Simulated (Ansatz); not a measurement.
Consider the substitution at a C–C bond: `CC(N)O` + CH₃OH → `COC(N)O` + CH₄.

Calculated with Ansatz (gas phase, PBE0-D4/def2-TZVP geometries, no zero-point term in ΔE). CBS: MP2 limit from def2 TZ/QZ plus the TZ coupled-cluster correction, frozen cores. This one scheme is used for every species. DFT in def2-TZVPP. B3LYP here is the variant with VWN-RPA as its local correlation; programs differ in this. One conformer a species, not always the lowest.

Task: Is it downhill or uphill in electronic energy at CCSD(T)/CBS, and by how much? (Estimate.)

Result: Ansatz gave: Downhill: ΔE = -0.12 eV.

Task: What do these levels give: r2SCAN-D4, ωB97M-V, B2PLYP, PBE0, B3LYP, MP2/CBS(def2)? (Best estimate.)

Result: The calculation gave: r2SCAN-D4 -0.23, ωB97M-V -0.19, B2PLYP -0.18, PBE0 -0.16, B3LYP -0.18, MP2/CBS(def2) -0.10 eV.

Largest T1 diagnostic among the species: 0.011.

In def2-TZVPP, CCSD(T) changes the Hartree–Fock value by +0.04 eV (the triples alone add −0.01 eV) and MP2 by +0.06 eV.
